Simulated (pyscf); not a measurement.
AgH + water (H₂O) → HO–Ag + hydrogen (H₂), a four-centre exchange (singlet surface; Ag–H, H–O broken, Ag–O, H–H formed). PySCF, gas phase, ωB97X-D3(BJ)/def2-SVP geometries. Energies in kcal/mol from the separated reactants.

Small-basis levels: PySCF, no dispersion term, spherical d functions. AM1 to PM7: differences of heats of formation from MOPAC, which are fitted to 298 K values and so differ in kind from electronic energies by zero-point and thermal terms. GFN2-xTB: tblite. Cost: rough CPU time at the saddle relative to B3LYP/6-31G*+LANL2DZ, from one job on a shared machine.

```tsv
level	barrier	reaction energy	cost
MP2/6-31G*+LANL2DZ	19.1	+2.3	0.2
SVWN5/6-31G*+LANL2DZ	17.0	+15.0	0.9
BP86/6-31G*+LANL2DZ	23.2	+10.8	1
PBE/6-31G*+LANL2DZ	(withheld)	+10.3	1
B3LYP/LANL2DZ	20.0	+8.2	0.9
B3LYP/6-311+G**+LANL2DZ	29.7	+17.0	1
GFN2-xTB	49.2	+39.7	under 0.02
PM6	-3.9	-17.1	under 0.02
PM7	(withheld)	-11.0	under 0.02
ωB97M-D3(BJ)/def2-TZVP	(withheld)	+15.7	–
```

Q: Complete the blanks.

A: 
- PBE/6-31G*+LANL2DZ, barrier: 21.4
- PM7, barrier: 13.1
- ωB97M-D3(BJ)/def2-TZVP, barrier: 26.8

Against the last row the barrier runs from -30.7 (PM6) to +22.4 kcal/mol (GFN2-xTB). At PM6 this geometry lies under one side, so the entry may be no barrier of that level: it is a single point on another level's saddle. ωB97M-D3(BJ)/def2-TZVP has limits of its own. On the reactant side the descent ends in a bound adduct (not fully relaxed), 10.4 kcal/mol under the separated species and 35.1 kcal/mol under the saddle at ωB97X-D3(BJ)/def2-TZVP. The products may also form a dative adduct at HO–Ag; it and routes through it were not searched. At the saddle there is also a short Ag–H contact that neither side keeps. At ωB97X-D3(BJ)/def2-TZVP the barrier from the zero used here is 24.8 kcal/mol. This is the saddle that the search found; another between the same sides may lie lower. In the def2 sets elements past Kr carry core potentials, without spin-orbit coupling.
